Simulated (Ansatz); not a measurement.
# AlH3 (SMILES [H][Al]([H])[H]): levels of theory compared

Wanted: a comparison of 6 runs (PBE/3-21G, HSE06/6-31G*, PBE/6-31G*, MP2/6-31G*, BCCD(T)/3-21G, UCCSD(T)/6-31G*) of AlH3. 

The calculation is run with Ansatz 0.2.0.

61 further runs of the same task are left out: 2 that didn't finish, 59 set aside as unsound or not needed.

## Step 1: The structure to begin with

AlH3: 4 atoms, total charge 0, spin state singlet. SMILES: `[H][Al]([H])[H]`. The H2–Al1 distance was set to 3.106 Å, away from the relaxed value. At this shape a bond of the SMILES string is far longer than usual.

Bond lengths: Al1–H3 1.553 Å, Al1–H4 1.553 Å. Angles: H3–Al1–H4 120.0°.

## Step 2: A single-point energy at PBE/3-21G (run 1)

The input, in.yaml:

```yaml
crystal:
  periodic: [false, false, false]
  atoms:
    - symbol: Al
      position_ang: [-1.552714, 0.030481, -0.014570]
    - symbol: H
      position_ang: [1.552650, -0.030520, 0.014610]
    - symbol: H
      position_ang: [-2.302514, 1.390341, -0.033710]
    - symbol: H
      position_ang: [-2.355534, -1.298799, -0.010110]
basis:
  gaussian:
    orbitals: 3-21G.json
accuracy: high
hamiltonian:
  xc: {name: PBE}
```

The basis set 3-21G is read from a file made from the Basis Set Exchange's data (not shown).

Run with:

```sh
$ ansatz run in.yaml --threads 1 --pin off --max-ram 2610MiB --events-out events.jsonl --progress --plain --runs-dir runs
```

The program printed:

```text
Warning: RAYON_NUM_THREADS=1 ignored (pool sized by the plan → 1); use --threads N
Functional definition: PBE
  name "PBE"
  parameter kappa = 0.804
  parameter beta = 0.06672455060314922
  exchange = pbe_x(kappa = kappa, mu = beta*pi^2/3)
  correlation = pbe_c(beta = beta)
366 factors; integrals over basis functions are off by at most 3.5e-9 eV
mean field evaluation 1: about -6598.7790 eV, gradient 1.6e1 eV
mean field evaluation 2: about -6591.6035 eV, gradient 2.2e1 eV
mean field evaluation 4: about -6600.3306 eV, gradient 5.4e0 eV
mean field evaluation 8: about -6600.3306 eV, gradient 5.4e0 eV
mean field evaluation 16: about -6600.5530 eV, gradient 4.0e-6 eV
mean field -6600.55301657 eV, -242.5658493433 hartree, gradient 6.3e-8 eV, S^2 0.000000; 0 other end points of the search recorded, 0 dependent functions left out
reference -6600.55301997 eV, -242.5658494685 hartree; 8, 8 occupied and 11, 11 virtual orbitals, 366 factors
Total energy: -6600.55301997 eV, -242.5658494685 hartree
```

Wall time 0.64 s (1 thread of Arm Neoverse V2, shared host).

## Step 3: The energy at HSE06/6-31G(d) (spherical functions) (run 2)

Changes to in.yaml since step 2:

```diff
@@ -12,6 +12,5 @@
 basis:
-  gaussian:
-    orbitals: 3-21G.json
+  gaussian: {orbitals: 6-31G_st_-spherical.json}
+magnetization: {spin_polarized: false, initial_magnetization: 0}
+hamiltonian: {xc: {name: HSE06}}
 accuracy: high
-hamiltonian:
-  xc: {name: PBE}
```

The basis set 6-31G* is read from a file made from the Basis Set Exchange's data (not shown).

Run with:

```sh
$ ansatz run in.yaml --threads 1 --pin off --max-ram 2610MiB --events-out events.jsonl --progress --plain --runs-dir runs
```

The program printed:

```text
Warning: RAYON_NUM_THREADS=1 ignored (pool sized by the plan → 1); use --threads N
Functional definition: HSE06
  name "HSE06"
  parameter a = 0.25
  parameter omega = 0.11/bohr
  exchange = pbe_x - a*pbe_x_sr(omega) + a*exact_x_sr(omega)
  correlation = pbe_c
445 factors; integrals over basis functions are off by at most 3.7e-9 eV
76 factors; integrals over basis functions are off by at most 1.1e-9 eV
mean field evaluation 1: about -6636.0894 eV, gradient 1.3e1 eV
mean field evaluation 2: about -6631.2024 eV, gradient 2.0e1 eV
mean field evaluation 4: about -6637.3123 eV, gradient 2.6e0 eV
mean field evaluation 8: about -6637.3642 eV, gradient 2.2e-1 eV
mean field evaluation 16: about -6637.3646 eV, gradient 1.1e-6 eV
mean field -6637.36462972 eV, -243.9186511748 hartree, gradient 3.0e-8 eV, S^2 0.000000; 0 other end points of the search recorded, 0 dependent functions left out
reference -6637.36463353 eV, -243.9186513149 hartree; 8, 8 occupied and 16, 16 virtual orbitals, 445 factors
Total energy: -6637.36463353 eV, -243.9186513149 hartree
```

It took 0.97 s on 1 thread of Arm Neoverse V2, shared host.

Runs 3 to 5 aren't shown in full; the table further down has their settings and results.

## Step 4: A single-point energy at UCCSD(T)/6-31G(d) (spherical functions) (run 6)

The input, run.yaml:

```yaml
crystal:
  periodic: [false, false, false]
  atoms:
    - symbol: Al
      position_ang: [-1.552714, 0.030481, -0.014570]
    - symbol: H
      position_ang: [1.552650, -0.030520, 0.014610]
    - symbol: H
      position_ang: [-2.302514, 1.390341, -0.033710]
    - symbol: H
      position_ang: [-2.355534, -1.298799, -0.010110]
basis:
  gaussian: {orbitals: 6-31G_st_-spherical.json}
scf: {omitted_lower_state_checks: [cluster_reference, increment]}
magnetization: {spin_polarized: true, initial_magnetization: 0}
correlation: {method: ccsd_t, frozen_orbitals: {Al: 5, H: 0}}
accuracy: high
```

The basis set 6-31G* is read from a file made from the Basis Set Exchange's data (not shown).

Run with:

```sh
$ ansatz run run.yaml --threads 1 --pin off --max-ram 2610MiB --events-out events.jsonl --progress --plain --runs-dir runs
```

The program printed:

```text
Warning: RAYON_NUM_THREADS=1 ignored (pool sized by the plan → 1); use --threads N
[... 13 lines left out ...]
5 core orbitals not correlated: weight in the atoms' cores, before any rotation towards them, 1.000 or more for the frozen orbitals, at most 0.000 for the correlated occupied ones
[... 37 lines left out ...]
Total energy: -6628.15049475 eV, -243.5800379604 hartree
Checks for a lower state left out: cluster_reference, increment
```

Wall time 0.32 s (1 thread of Arm Neoverse V2, shared host).

## Step 5: All runs side by side

```tsv
run	level	frozen core orbitals	energy (Eh)	wall time
1	PBE/3-21G	–	-242.565849	0.64 s
2	HSE06/6-31G* (spherical functions)	–	-243.918651	0.97 s
3	PBE/6-31G* (spherical functions)	–	-243.905926	0.83 s
4	MP2/6-31G* (spherical functions)	5	-243.535354	0.16 s
5	BCCD(T)/3-21G	5	-242.243533	0.14 s
6	UCCSD(T)/6-31G* (spherical functions)	5	-243.580038	0.32 s
```

## Step 6: Results

| quantity | value |
| --- | --- |
| run 6: total energy | -243.58004 Eh |
| run 6: correlation energy (5 core orbitals frozen) | -68.2 mEh |
| run 6: (T) correction | -2.77 mEh |
| run 6: ⟨S²⟩ of the reference determinant | 0.852 |
| run 6: T1 diagnostic | 0.089 |

In words: Totals of different functionals can't be ranked against each other. In runs 4, 5 the log says that unrestricted orbitals would lower the reference, so the values rest on an unstable closed-shell determinant (other closed-shell runs at this shape may share the fault). Spin contamination of the reference: run 6 ⟨S²⟩ = 0.85. Where it is this large, the reference is a mixture of spin states, and values that rest on it are in doubt. All runs together took 3.1 s, the longest 0.97 s.
